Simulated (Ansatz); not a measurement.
Reaction (SMILES): [CH2]C#N → 2 C atom + 2 H atom + N atom
B3LYP-D3(BJ)/def2-TZVP geometries, fixed; electronic energies without zero-point terms.

How fast the atomisation energy converges with the basis for several methods (Ansatz, an electronic-structure program): deviation from each method's own reference, in kcal/mol. References: CCSD(T) 509.30 kcal/mol, Hartree-Fock in cc-pVQZ plus the correlation part extrapolated as X^-3 from cc-pVTZ and cc-pVQZ; HF 359.28 kcal/mol, the value in aug-pcseg-3; MP2 514.81 kcal/mol, Hartree-Fock in aug-cc-pVQZ plus the correlation part extrapolated as X^-3 from aug-cc-pVTZ and aug-cc-pVQZ; PBE 537.57 kcal/mol, the value in aug-pcseg-3; PBE0 519.51 kcal/mol, the value in aug-pcseg-3; r2SCAN 517.96 kcal/mol, the value in aug-pcseg-3. Cartesian d functions, on some or all atoms, in 6-31G**; all else is spherical. In correlated methods cores are frozen. An unrestricted Hartree-Fock determinant is markedly spin-contaminated. Open shells are unrestricted. No added dispersion term, no relativity. 

| basis | functions | CCSD(T) | HF | MP2 | PBE | PBE0 | r2SCAN |
|---|---|---|---|---|---|---|---|
| pcseg-0 | 31 | -76.52 | -39.33 | -84.77 | -24.42 | ___ | -32.14 |
| cc-pVDZ | 52 | -43.79 | -10.88 | -43.72 | -8.35 | ___ | -10.58 |
| 6-31G** | 55 | -31.64 | -3.70 | -33.82 | -0.50 | ___ | -3.07 |
| def2-TZVP | 105 | -17.45 | -2.24 | -17.67 | -0.57 | ___ | -1.72 |
| 6-311++G(3df,3pd) | 153 | -11.13 | -0.45 | -10.80 | 0.58 | ___ | -0.41 |
| aug-cc-pVTZ | 184 | -12.56 | -2.13 | -12.53 | -1.08 | ___ | -1.28 |
| aug-pcseg-2 | 184 | -10.57 | -0.33 | -10.61 | -0.16 | ___ | -0.10 |
| cc-pVQZ | 225 | -5.88 | -1.21 | -6.03 | 0.76 | ___ | -0.54 |

Task: Some entries are withheld; supply them.

Result: 
- pcseg-0, PBE0: -28.89
- cc-pVDZ, PBE0: -9.26
- 6-31G**, PBE0: -1.89
- def2-TZVP, PBE0: -1.04
- 6-311++G(3df,3pd), PBE0: 0.36
- aug-cc-pVTZ, PBE0: -1.28
- aug-pcseg-2, PBE0: -0.20
- cc-pVQZ, PBE0: 0.11

Mean absolute deviation over def2-TZVP, 6-311++G(3df,3pd), aug-cc-pVTZ, aug-pcseg-2: PBE 0.60, PBE0 0.72, r2SCAN 0.88, HF 1.29, MP2 12.90, CCSD(T) 12.93 kcal/mol.
